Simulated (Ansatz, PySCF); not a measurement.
Species: CH5Si, net charge 0, doublet state. It need not be the lowest isomer of its formula. 
Geometry from a B3LYP-D3(BJ)/def2-TZVP (Ansatz, a program for electronic structure) optimisation:
```xyz
7

C     -0.0008     0.0642    -1.2011
Si     0.0002     0.0478     0.6809
H      0.0023    -0.9574    -1.5919
H     -0.8865     0.5712    -1.5864
H      0.8811     0.5770    -1.5873
H     -1.2107    -0.6263     1.2208
H      1.2161    -0.6184     1.2195
```
Charge 0, spin multiplicity 2.

Property: atomisation energy (electronic, to ground-state atoms), in eV. Correlated levels leave the core frozen unless marked. UHF or UKS for open shells. Spin-orbit coupling is left out. Non-relativistic. The coupled-cluster limit lacks core correlation, which all-electron functionals hold. CBS(X,Y): correlation extrapolated as X^-3; Hartree-Fock from the larger set. The bracket is a focal-point correction in the basis named.

| level | program | atomisation energy (eV) | minus last row |
|---|---|---|---|
| HF/aug-cc-pV(D+d)Z | Ansatz | 17.54 | -5.49 |
| HF-D3(BJ)/def2-TZVPD | PySCF + dftd3 | 18.80 | -4.23 |
| PBE-D3(BJ)/def2-TZVPD | Ansatz + dftd3 | 23.10 | 0.07 |
| M06-L-D4/def2-TZVPD | PySCF + dftd4 | 23.12 | 0.09 |
| PBE0/6-31G* | Ansatz | 22.84 | -0.19 |
| TPSSh-D3(BJ)/def2-TZVPD | PySCF + dftd3 | 23.54 | 0.51 |
| LC-wPBE-D3(BJ)/def2-TZVPD | Ansatz + dftd3 | 23.02 | -0.01 |
| SCS-MP2/6-31G* | Ansatz | 20.53 | -2.50 |
| CCSD/6-31G* | Ansatz | 20.51 | -2.52 |
| RI-MP2/CBS(def2-TZVPPD,def2-QZVPPD)+[CCSD(T)-MP2]/def2-TZVPPD | Ansatz | 23.03 | 0.00 |
